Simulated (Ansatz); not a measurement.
Total energies of C₄H₈Cl₂, SMILES `CCC(Cl)CCl`.

Cartesian coordinates in Å:
```
C -0.652 0.981 1.589
C -0.094 -0.174 0.780
C 0.083 0.135 -0.696
Cl -1.501 0.489 -1.456
C 0.749 -1.014 -1.415
Cl 1.206 -0.620 -3.084
H -0.724 0.712 2.645
H -1.648 1.259 1.242
H -0.010 1.862 1.511
H -0.735 -1.056 0.882
H 0.892 -0.454 1.171
H 0.675 1.043 -0.828
H 1.668 -1.281 -0.891
H 0.092 -1.882 -1.450
```

The species carries charge 0 and has multiplicity 1. The structure was optimised at the PBE0-D4/def2-TZVP level. It is a higher conformer; a search finds a lower one. Basis def2-TZVPP, Ansatz 0.2.0.

RPA on PBE orbitals: Hartree–Fock energy of these orbitals -1075.15613 Eh, correlation -1.78969 Eh (frozen core).

| functional | energy without D4 (Eh) | D4 term (kJ/mol) |
| --- | --- | --- |
| r2SCAN | -1077.57774 | -8.6 |
| CAM-B3LYP | -1077.67120 | -28.5 |

(1) Give the same for LDA (SPW92), PBE, revPBE, BLYP, B97M-V, PBE0, B3LYP, r2SCANh, r2SCAN0, HSE06 (plane-wave form), BHLYP, LC-ωPBE, ωB97X-V, ωB97M-V, B2PLYP, PBE-QIDH. (An estimate is asked.)

B3LYP takes the VWN-RPA correlation (the form of Gaussian; ORCA's B3LYP/G). HSE06 is the plane-wave form, built on full-range PBE exchange. The double hybrids freeze the cores in their second-order part.

## Answers

(1) The calculation gave: 
| functional | energy without D4 (Eh) | D4 term (kJ/mol) |
| --- | --- | --- |
| LDA (SPW92) | -1073.27666 | – |
| PBE | -1077.13854 | -33.4 |
| revPBE | -1077.51559 | -107.2 |
| BLYP | -1077.63210 | -74.0 |
| B97M-V | -1077.50485 | – |
| PBE0 | -1077.24199 | -28.3 |
| B3LYP | -1077.77215 | -53.5 |
| r2SCANh | -1077.57021 | -9.1 |
| r2SCAN0 | -1077.56015 | -10.0 |
| HSE06 (plane-wave form) | -1077.21662 | -26.2 |
| BHLYP | -1077.63305 | -38.7 |
| LC-ωPBE | -1077.39285 | – |
| ωB97X-V | -1077.56195 | – |
| ωB97M-V | -1077.60551 | – |
| B2PLYP | -1077.32512 | – |
| PBE-QIDH | -1077.05722 | – |

LC-ωPBE has ω = 0.4 bohr⁻¹.
